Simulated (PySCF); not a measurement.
**Frontier orbitals and the lowest excitations**

Species: C5H10O.
Z-matrix (Å and degrees, GFN2-xTB geometry), rows numbered from 1:
```
C 
C   1  1.3191
C   2  1.5052  1  124.42
C   3  1.5279  2  110.11  1  -114.42
O   3  1.4204  2  111.56  1   126.95
C   5  1.4025  3  113.75  2   -68.30
H   1  1.0769  2  122.03  3   179.22
H   1  1.0785  2  121.67  3    -0.14
H   2  1.0818  1  121.18  3   179.91
H   3  1.1041  2  109.26  1     6.10
H   4  1.0863  3  109.79  2   179.93
H   4  1.0864  3  109.56  2   -60.93
H   4  1.0865  3  109.99  2    59.37
H   6  1.0981  5  111.12  3   -59.77
H   6  1.0968  5  111.81  3    61.62
H   6  1.0885  5  106.46  3  -178.83
```

Method used: TDDFT CAM-B3LYP/def2-SVPD, vertical, gas phase, core orbitals frozen in the response (PySCF).

Frontier orbitals with the atoms that hold most of them (Löwdin shares over 4%, at most four atoms; ? is withheld):

| orbital | ε (eV) | atoms |
| --- | --- | --- |
| LUMO+2 | 1.99 | C4 15%, C6 14%, H13 10%, H14 9% |
| LUMO+1 | 1.53 | C1 20%, C6 16%, H8 7%, H14 7% |
| LUMO | 1.19 | C1 33%, C2 31%, H8 7%, H7 7% |
| HOMO | ? | ? |
| HOMO-1 | -9.19 | ? |
| HOMO-2 | -10.42 | O5 49%, C3 12%, C6 11%, C4 5% |
| HOMO-3 | -11.25 | C3 16%, C2 15%, C4 13%, C1 8% |

Q: Give the leading atoms of the HOMO-1.

A: C1 (bonded to C and 2 H) 35%; C2 (bonded to 2 C and H) 34%; C3 (bonded to 2 C, O and H) 6%; C4 (bonded to C and 3 H) 6%.

Q: Give the leading atoms of the HOMO.

A: O5 (bonded to 2 C) 55%; C6 (bonded to O and 3 H) 9%; C2 (bonded to 2 C and H) 9%; C3 (bonded to 2 C, O and H) 7%. By element: oxygen 55%, carbon 25% or more.

Q: What is the HOMO energy, and the HOMO–LUMO gap?

A: ε(HOMO) = -8.93 eV; the gap is 10.12 eV (0.3720 hartree).

Q: How does S1 compare with the orbital gap of 10.12 eV?

A: S1 is at 6.78 eV (f = 0.0039), 3.35 eV below the gap, made of HOMO→LUMO (86%). Without the coupling terms of the response equations the lowest excitation would equal the gap.

Next come S2 at 7.45 eV (f 0.110), HOMO→LUMO+1 (50%), HOMO-1→LUMO (27%); S3 at 7.56 eV (f 0.230), HOMO-1→LUMO (56%), HOMO→LUMO+1 (23%); S4 at 7.70 eV (f 0.091), HOMO-1→LUMO+1 (65%), HOMO-1→LUMO+3 (12%); S5 at 8.07 eV (f 0.030), HOMO→LUMO+4 (39%), HOMO-1→LUMO+4 (35%), HOMO-1→LUMO+2 (9%).

Löwdin shares depend on the basis, the more so with diffuse functions.

Hardware: one thread, x86-64 server (shared host). Cost: 26 s of wall time.

One conformer stands for the species.
